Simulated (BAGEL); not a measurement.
**NO+ (SMILES N#[O+]): HF/6-31G(d) (density fitting with qzvpp-jkfit, spherical functions)**

What is the energy change on altering one bond length of NO+ at HF/6-31G* (density fitting with qzvpp-jkfit, spherical functions)? 

The calculation is run with BAGEL 1.2.2.

2 further runs of the same task are left out: 2 set aside as unsound or not needed. Runs told in other sessions of the task aren't counted.

## (1) The structure to begin with

NO+: 2 atoms, total charge +1, spin state singlet. As SMILES, `N#[O+]`. The bond length is the measured one.

Bond lengths: N1–O2 1.063 Å.

## (2) The energy at HF/6-31G(d) (density fitting with qzvpp-jkfit, spherical functions)

Contents of input.json:

```json
{ "bagel": [

{
  "title": "molecule",
  "basis": "6-31gs.json",
  "df_basis": "qzvpp-jkfit",
  "angstrom": true,
  "geometry": [
    { "atom": "N", "xyz": [    0.000000,    0.000000,    0.000000 ] },
    { "atom": "O", "xyz": [    0.000000,    0.000000,    1.063220 ] }
  ]
},
{ "title": "hf", "charge": 1 },
{ "title": "print", "file": "orbitals.molden", "orbitals": true }

]}
```

The basis set 6-31G* is read from a file made from the Basis Set Exchange's data (not shown).

Command:

```
BAGEL_NUM_THREADS=1 BAGEL input.json > input.out
```

The log of the run:

```text
* using 1 threads per process

  ===============================================================
  ===============================================================

  *** Geometry ***

  { "atom" : "N", "xyz" : [      0.000000,      0.000000,      0.000000 ] },
  { "atom" : "O", "xyz" : [      0.000000,      0.000000,      2.009195 ] },

  Number of auxiliary basis functions:      154

  Since a DF basis is specified, we compute 2- and 3-index integrals:
    o Being stored without compression. Storage requirement is 0.001 GB

  Number of basis functions:       28
  Number of electrons      :       15

    * METHOD: MOLECULE                             0.03

  *** RHF ***

  === Nuclear Repulsion ===
    27.8718645224

      * DIIS with orbital gradients will be used.

  === RHF iteration (6-31gs.json) ===
      0       -128.86610097          0.02903369           0.00
      1       -128.88924495          0.02049200           0.00
      2       -128.90568024          0.00504083           0.00
      3       -128.90686446          0.00057195           0.00
      4       -128.90689133          0.00004025           0.00
      5       -128.90689145          0.00000986           0.00
      6       -128.90689146          0.00000187           0.00
      7       -128.90689146          0.00000030           0.00
      8       -128.90689146          0.00000010           0.00
      9       -128.90689146          0.00000002           0.00
     10       -128.90689146          0.00000000           0.00
    * SCF iteration converged.

    * Permanent dipole moment:
           (   -0.000000,    -0.000000,     0.279702) a.u.

    * METHOD: HF                                   0.05

    * METHOD: PRINT                                0.00

  ===============================================================
```

Wall time 0.4 s (1 thread of Intel Xeon Platinum 8259CL at 2.50GHz (Skylake/Cascade Lake), shared host); peak memory 0.08 GiB.

## (3) The distorted shape

Contents of input.json:

```json
{ "bagel" : [

{
  "title" : "molecule",
  "basis" : "6-31gs.json",
  "df_basis" : "qzvpp-jkfit",
  "angstrom" : "true",
  "geometry" : [
    { "atom" : "N", "xyz" : [    0.000000,    0.000000,   -0.159480 ] },
    { "atom" : "O", "xyz" : [    0.000000,    0.000000,    1.063220 ] }
  ]
},
{
  "title" : "hf",
  "charge" : 1
},
{
  "title" : "print",
  "file" : "orbitals.molden",
  "orbitals" : "true"
}

]}
```

The basis set 6-31G* is read from a file made from the Basis Set Exchange's data (not shown).

Command:

```
BAGEL_NUM_THREADS=1 BAGEL input.json > input.out
```

The log of the run:

```text
* using 1 threads per process

  ===============================================================
  ===============================================================

  *** Geometry ***

  { "atom" : "N", "xyz" : [      0.000000,      0.000000,     -0.301374 ] },
  { "atom" : "O", "xyz" : [      0.000000,      0.000000,      2.009195 ] },

  Number of auxiliary basis functions:      154

  Since a DF basis is specified, we compute 2- and 3-index integrals:
    o Being stored without compression. Storage requirement is 0.001 GB

  Number of basis functions:       28
  Number of electrons      :       15

    * METHOD: MOLECULE                             0.04

  *** RHF ***

  === Nuclear Repulsion ===
    24.2364633986

      * DIIS with orbital gradients will be used.

  === RHF iteration (6-31gs.json) ===
      0       -128.74085941          0.03995049           0.00
      1       -128.70727894          0.05147899           0.00
      2       -128.81702927          0.00538213           0.00
      3       -128.81858224          0.00085092           0.00
      4       -128.81866665          0.00018996           0.00
      5       -128.81867033          0.00007879           0.00
      6       -128.81867135          0.00000888           0.00
      7       -128.81867136          0.00000168           0.00
      8       -128.81867136          0.00000060           0.00
      9       -128.81867136          0.00000013           0.00
     10       -128.81867136          0.00000001           0.00
     11       -128.81867136          0.00000001           0.00
    * SCF iteration converged.

    * Permanent dipole moment:
           (   -0.000000,    -0.000000,     0.487987) a.u.

    * METHOD: HF                                   0.09

    * METHOD: PRINT                                0.00

  ===============================================================
```

Run time: 0.48 s. Hardware: 1 thread of Intel Xeon Platinum 8259CL at 2.50GHz (Skylake/Cascade Lake), shared host; peak memory 0.14 GiB.

## (4) Outcome

At HF/6-31G* (density fitting with qzvpp-jkfit, spherical functions):

| quantity | value |
| --- | --- |
| first shape: total energy | -128.90689 Eh |
| first shape: HOMO energy | -31.09 eV |
| first shape: LUMO energy | -7.71 eV |
| first shape: HOMO–LUMO gap | 23.38 eV |
| distorted shape: total energy | -128.81867 Eh |
| distorted shape: HOMO energy | -28.92 eV |
| distorted shape: LUMO energy | -9.82 eV |
| distorted shape: HOMO–LUMO gap | 19.10 eV |
| energy change with the N1–O2 bond stretched from 1.063 to 1.223 Å | 2.401 eV |

What this shows: With the N1–O2 bond stretched from 1.063 to 1.223 Å the energy rises by 2.40 eV (232 kJ/mol). The first shape isn't relaxed at this level, so the change isn't measured from a minimum.
